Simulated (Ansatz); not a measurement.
## What a trial cell of Ca relaxes into

Theory: DFT r2SCAN, scalar-relativistic, plane waves, PAW (Ansatz 0.2.0). Cutoff 500 eV, Γ-centred k mesh, Gaussian smearing, no spin polarisation in the final step.

The start puts Ca on the black phosphorus structure type (Cmce, No. 64), at a guessed volume.

```yaml
crystal:
  lattice:
    - [2.21059, -7.01245, 0.00000]
    - [2.21059, 7.01245, 0.00000]
    - [0.00000, 0.00000, 5.85039]
  atoms:
    - { symbol: Ca, position: [0.09800, 0.90200, 0.91000] }
    - { symbol: Ca, position: [0.59800, 0.40200, 0.59000] }
    - { symbol: Ca, position: [0.90200, 0.09800, 0.09000] }
    - { symbol: Ca, position: [0.40200, 0.59800, 0.41000] }
```

Cell and atoms relax at zero pressure; the relaxation can't lower the symmetry of the start. After a coarse first stage the cell is made exact in the group found at 0.06 Å.

Energies count from the standard state of Ca at the same level.

Problem. Describe the relaxed structure.

Solution. It ends in Fmmm (No. 69). Conventional cell: a = 3.982 Å, b = 6.451 Å, c = 13.597 Å. Around Ca lie 9 Ca at 3.59–3.98 Å and 2 Ca at 4.55 Å.

```xyz
2
Lattice="0.0000 3.2253 6.7984 1.9912 0.0000 6.7984 1.9912 3.2253 0.0000" Properties=species:S:1:pos:R:3 pbc="T T T"
Ca    1.9912    3.2253   11.8021
Ca    1.9912    3.2253    1.7946
```

Problem. What are its volume, energy, density and gap?

Solution. The volume per atom is 43.66 Å³, the density is 1.52 g/cm³ and the energy over the standard structure is 0.13 eV/atom. The gap on the 18×18×18 mesh is 0 eV (a metal).

The final run used a 18×18×18 mesh on its 2-atom cell and 0.10 eV smearing. The k mesh leaves about 4 meV/atom of noise in metals. Symmetry constrained the relaxation, so the result can be a saddle point. The steps took about 7 core-minutes in all.